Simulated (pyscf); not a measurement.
PySCF, gas phase, ωB97X-D3(BJ)/def2-SVP geometries.

Problem. Estimate the classical barrier height and the reaction energy of H₃Si–NH–Si(Cl)(Cl)–Cl (SMILES [SiH3]N[Si](Cl)(Cl)Cl) + H₂ (SMILES [H][H]) → H₂N–Si(Cl)(Cl)–Cl (SMILES N[Si](Cl)(Cl)Cl) + SiH₄ (SMILES [SiH4]) at ωB97X-D3(BJ)/def2-TZVP. The step runs on the singlet surface, breaks N–Si, H–H and forms H–N, H–Si; take the separated reactants as zero.

Solution. ΔE‡ = 235.6 kJ/mol, ΔE = +40.3 kJ/mol. ωB97M-D3(BJ)/def2-TZVP gives 230.9 kJ/mol and +30.4 kJ/mol. Zero-point energy shifts the barrier by +9.7 kJ/mol. It is a four-centre exchange, with an imaginary mode of 1447i cm⁻¹. This is the saddle that the search found; another between the same sides may lie lower.
